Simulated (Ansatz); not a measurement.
in.yaml

```yaml
crystal:
  periodic: [false, false, false]
  atoms:
    - {symbol: C, position_ang: [-0.002063, 1.200529, 0.000000]}
    - {symbol: S, position_ang: [-0.002063, -0.598272, 0.000000]}
    - {symbol: H, position_ang: [1.045062, 1.521364, 0.000000]}
    - {symbol: H, position_ang: [-0.477424, 1.602744, 0.895197]}
    - {symbol: H, position_ang: [-0.477424, 1.602744, -0.895197]}
basis:
  gaussian: {orbitals: STO-3G}
magnetization: {spin_polarized: true, initial_magnetization: 1}
correlation: {method: ccsd_t, electrons: outside_noble_gas}
```

```sh
$ ansatz run in.yaml --threads 1 --pin off --events-out ev --progress --plain --max-ram 2880MiB --backend cpu
```

Log:

```
203 factors; integrals over basis functions are off by at most 1.7e-5 eV
mean field evaluation 1: about -11762.4092 eV, gradient 1.0e1 eV
mean field evaluation 2: about -11762.4662 eV, gradient 1.0e1 eV
mean field evaluation 4: about -11763.4613 eV, gradient 7.8e-1 eV
mean field evaluation 8: about -11763.4702 eV, gradient 1.1e-6 eV
mean field evaluation 16: about -11763.4151 eV, gradient 1.1e-1 eV
mean field evaluation 32: about -11763.4354 eV, gradient 6.7e-7 eV
mean field evaluation 64: about -11763.4354 eV, gradient 4.2e-3 eV
mean field -11763.47015933 eV, -432.2995547890 hartree, gradient 9.9e-7 eV, S^2 0.753622; 7 other end points of the search recorded, 0 dependent functions left out
determinant -11763.47015933 eV, -432.2995547890 hartree, with singles and doubles -11765.87157323 eV, -432.3878051219 hartree
determinant -11763.43539680 eV, -432.2982772897 hartree, with singles and doubles -11765.83548399 eV, -432.3864788670 hartree
determinant -11763.47015933 eV, -432.2995547890 hartree, with singles and doubles -11765.87156580 eV, -432.3878048489 hartree
determinant -11763.43539680 eV, -432.2982772897 hartree, with singles and doubles -11765.83547783 eV, -432.3864786404 hartree
6 core orbitals not correlated: weight in the atoms' cores, before any rotation towards them, 1.000 or more for the frozen orbitals, at most 0.000 for the correlated occupied ones
reference -11763.47015933 eV, -432.2995547890 hartree; 7, 6 occupied and 4, 5 virtual orbitals, 203 factors
second order -1.77318114 eV of doubles, -0.00000000 eV of singles
cycle   1  -2.40140984 eV  change   -3.4e-6 eV  update   5.1e-7
perturbative correction -0.01066223 eV, -0.0003918298 hartree
Total energy: -11765.88223140 eV, -432.3881968026 hartree
```

For the same geometry and basis full CI lies 5.8 meV lower.

Ran on 1 thread of AMD EPYC 7R13, shared host: 0.63 s wall, 0.12 GiB peak host memory.
